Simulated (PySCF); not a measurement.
Compound: (E)-diazene, N2H2.
SMILES with atom numbers: `[H]/[N:2]=[N:3]/[H]` (hydrogens: H1 on N2; H4 on N3)

Theory: core-valence-separated Tamm–Dancoff BHandHLYP/aug-pcX-1 (pcseg-1 on H) in PySCF, non-relativistic, gas phase, PBE0-D3(BJ)/def2-SVP geometry. Absolute energies from this functional tend to lie a few eV below measured edges; no shift was applied.

(1) Give energies, oscillator strengths and core holes at the N K edge.

## Answers

(1) 
| E (eV) | f | core hole on | main final orbital | polarisation |
| --- | --- | --- | --- | --- |
| 395.84 | 0.1394 | N2/N3 | LUMO (2 roots, f summed) | out of plane |
| 401.55 | 0.0574 | N2/N3 | LUMO+1 (2 roots, f summed) | in plane |
| 403.24 | 0.0073 | N2/N3 | LUMO+3 (2 roots, f summed) | in plane |
| 403.70 | 0.0097 | N2/N3 | LUMO+2 (2 roots, f summed) | in plane |
| 403.94 | 0.0058 | N2/N3 | LUMO+4 (2 roots, f summed) | out of plane |

The first line with a tenth or more of the strongest one's intensity is at 395.84 eV (f = 0.139, sum of 2), with the hole on N2/N3 (azo nitrogen), polarised out of plane: a 1s→π* resonance. It is also the strongest listed.

Roots within 0.03 eV whose holes lie on the same, on equivalent or on shared atoms are summed into one line, and the highest roots are left out, as the search may have cut off their partners. Final orbitals are the ground state's empty Kohn–Sham orbitals.

Question: What is the summed oscillator strength of the listed N K lines, and their intensity-weighted mean energy?

Answer: Σf = 0.220 over 5 lines from 395.84 to 403.94 eV; the weighted mean is 398.14 eV. The strongest line holds 63 % of the sum.

The ionisation thresholds weren't computed; near and above them a finite basis only mimics Rydberg series and continuum.
